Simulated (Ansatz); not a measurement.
Task: an active-space calculation of FHMg, SMILES [F][MgH], with the Ansatz DFT code, driven from Python. Give the script and its output. Settings (for the species named): Hartree-Fock, def2-SVP basis, multiplicity 1.

```xyz
3

F    -1.4689    0.8418   -0.7209
Mg    0.0387   -0.0387    0.0199
H     1.4193   -0.8680    0.6878
```

`run_cas.py`:
```python
"""Static correlation in FHMg: natural occupations of an active space."""

import ansatz as az
from ase import Atoms

BASIS = "def2-SVP"

atoms = Atoms(["F", "Mg", "H"], positions=[
    (-1.4689, 0.8418, -0.7209),
    (0.0387, -0.0387, 0.0199),
    (1.4193, -0.868, 0.6878),
])
fhmg = az.Crystal.molecule_from_ase(atoms)

calculation = (
    fhmg.calculation()
    .basis(gaussian=BASIS)
    .correlation(active_electrons=2, active_orbitals=3)
)
for method in [None, "sc_nevpt2"]:
    data = (calculation if method is None else calculation.correlation(method)).run(threads=1).report
    space = data["configurations"]
    state = space["states"][0]
    print(method or "casscf", f"total {data['free_energy_ev'] / 27.211386246:.6f} Ha, active-space state {state['energy']['hartree']:.6f} Ha, mean field {data['reference_energy_ev'] / 27.211386246:.6f} Ha")
    print("  determinants", state["n_determinants"], " natural occupations", [round(n, 3) for n in space["natural_occupations"]])
```

```console
$ python run_cas.py
casscf total -299.536488 Ha, active-space state -299.536488 Ha, mean field -299.515037 Ha
  determinants 9  natural occupations [1.958, 0.035, 0.006]
sc_nevpt2 total -299.755140 Ha, active-space state -299.536487 Ha, mean field -299.515037 Ha
  determinants 9  natural occupations [1.958, 0.035, 0.006]
```

Total energies depend on the basis set; only differences at equal settings carry meaning. The geometry is a force-field or estimated start, not a minimum of this method, and the basis set is short of its limit. The active space starts as a window about the frontier orbitals and is then optimised, not chosen by chemistry. Run time: 2 s on 1 thread of Arm Neoverse V2 (shared host), peak memory 0.15 GiB.
